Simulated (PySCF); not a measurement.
SCF from a fresh guess for singlet C₄, at the PBE minimum. PySCF input:

```python
from pyscf import gto, scf, dft
mol = gto.M(atom='''
C      0.000000    -0.752800     0.000000
C     -0.000000     0.752800    -0.000000
C     -1.245720     0.000000     0.000000
C      1.245720    -0.000000    -0.000000''',
    basis={'C': 'def2-TZVP'},
    charge=0, spin=0)
mf = dft.RKS(mol, xc='PBE')
mf.grids.atom_grid = (50, 194)
aux = {'C': 'def2-universal-JKFIT'}
mf = mf.density_fit(auxbasis=aux)
mf.conv_tol = 1e-08
mf.diis_space = 10
mf.max_cycle = 60
mf.init_guess = 'minao'
mf.verbose = 4
mf.kernel()
```

Excerpt of the output (cycles and frontier levels):

```
init E= -152.504039442316
  HOMO = -0.268096676839749  LUMO = -0.191774101850619  gap/eV = 2.07684
cycle= 1 E= -151.925941199273  delta_E= 0.578  |g|= 0.175  |ddm|= 1.94
  HOMO = -0.264436511007886  LUMO = -0.232598987299639  gap/eV = 0.86634
cycle= 2 E= -151.930420269579  delta_E= -0.00448  |g|= 0.111  |ddm|= 0.76
  HOMO = -0.263172773998731  LUMO = -0.22099809320115  gap/eV = 1.14763
cycle= 3 E= -151.932948949183  delta_E= -0.00253  |g|= 0.0549  |ddm|= 0.236
  HOMO = -0.263093149444212  LUMO = -0.220431984459196  gap/eV = 1.16087
cycle= 4 E= -151.933624855927  delta_E= -0.000676  |g|= 0.0138  |ddm|= 0.044
  HOMO = -0.264742539344676  LUMO = -0.222048968905707  gap/eV = 1.16175
cycle= 5 E= -151.933672859243  delta_E= -4.8e-05  |g|= 0.0017  |ddm|= 0.0135
  HOMO = -0.264319027946435  LUMO = -0.221709847061963  gap/eV = 1.15945
cycle= 6 E= -151.933673688894  delta_E= -8.3e-07  |g|= 0.00013  |ddm|= 0.00243
  HOMO = -0.264336233370349  LUMO = -0.22173142413051  gap/eV = 1.15934
cycle= 7 E= -151.933673693764  delta_E= -4.87e-09  |g|= 1.51e-05  |ddm|= 0.000198
  HOMO = -0.264334265409146  LUMO = -0.221729290359875  gap/eV = 1.15934
Extra cycle  E= -151.933673693795  delta_E= -3.1e-11  |g|= 1.06e-05  |ddm|= 3.63e-05
converged SCF energy = -151.933673693795
```

No lower solution of this spin was found by a stability analysis within the restricted form, which does not test spin polarisation.

At the minimum of this search the closed-shell solution is unstable towards spin polarisation, so a lower open-shell solution exists.

The search for the lowest solution, with the stability check, took 4.6 s on 4 threads of a shared Arm Neoverse V1 host, with 124 basis functions; the process peaked at 0.36 GiB.
